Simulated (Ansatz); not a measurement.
We consider fcc Pt, described by revPBE (Ansatz, an electronic-structure program, plane waves, PAW).

Input file:

Ansatz 0.2 input:
```yaml
crystal:
  lattice:
    - [0.0, 1.9931258192, 1.9931258192]
    - [1.9931258192, 0.0, 1.9931258192]
    - [1.9931258192, 1.9931258192, 0.0]
  atoms:
    - { symbol: Pt, position: [0.0, 0.0, 0.0] }
basis:
  ecutwfc: 520
  ecutrho_ratio: 4
  xc_grid: 2
kpoints:
  mp_grid: { grid: [24, 24, 24] }
hamiltonian:
  xc: revpbe
  dispersion: none
  pseudopotentials: { kind: paw }
scf:
  occupations: { method: fermi_dirac, width: 0.05 }
  convergence: { dr2_threshold: 0.0000000001 }
output:
  forces: false
  stress: true
  eigenvalues: true
```

The run printed, among other lines:

```
Crystal: 1 atoms, lattice volume = 15.836 Å³
Basis set: ecut = 520 eV, 411 PW (Γ), exchange–correlation on 48×48×48 points (8 copies of the dense FFT grid, shifted against one another)
Bands: 13, of which v1, the nominal top of the filled ones, is band 9 counted from 1 (8 counted from 0)
Symmetry: 48 space group operations
Space group: Fm-3m (ITA 225), of the structure as read, at distance tolerance 2.5e-5 Å
k-points: 413 of 13824
Functional: x = revpbe(κ = 1.245, μ = 0.2195149727645171), c = pbe(β = 0.06672455060314922)
SCF iter   1: F=—  HF=-12532.828752 eV  |F-HF|=—  |Δ(HF+E_count)|=         —  Δρ=4.14e-3  dr2=6.56e-4
SCF iter   2: F=—  HF=-12532.829170 eV  |F-HF|=—  |Δ(HF+E_count)|=   4.18e-4  Δρ=2.16e-3  dr2=1.36e-4
  ...
SCF iter   6: F=—  HF=-12532.829316 eV  |F-HF|=—  |Δ(HF+E_count)|=   6.10e-9  Δρ=4.13e-6  dr2=2.22e-9
SCF iter   7: F=-12532.829316 eV  HF=-12532.829316 eV  |F-HF|=5.46e-12  |Δ(HF+E_count)|=  6.00e-10  Δρ=1.17e-7  dr2=8.33e-13
SCF 1 converged in 7 iterations: F = -12532.829316 eV  dr2 = 8.33e-13
SCF converged after 7 iterations
Free energy (F): -12532.829316 eV
Internal energy: -12532.811854 eV  (E = F + TS)
E sigma→0 (E₀):  -12532.820585 eV
Fermi energy:    21.973461 eV
--- Stress (GPa, compression-positive) ---
       -0.000300       0.000000       0.000000
        0.000000      -0.000300      -0.000000
        0.000000      -0.000000      -0.000300
  P = ⅓ Tr σ = -0.0003 GPa (-0.003 kbar)
```

The PAW data were made under PBE.
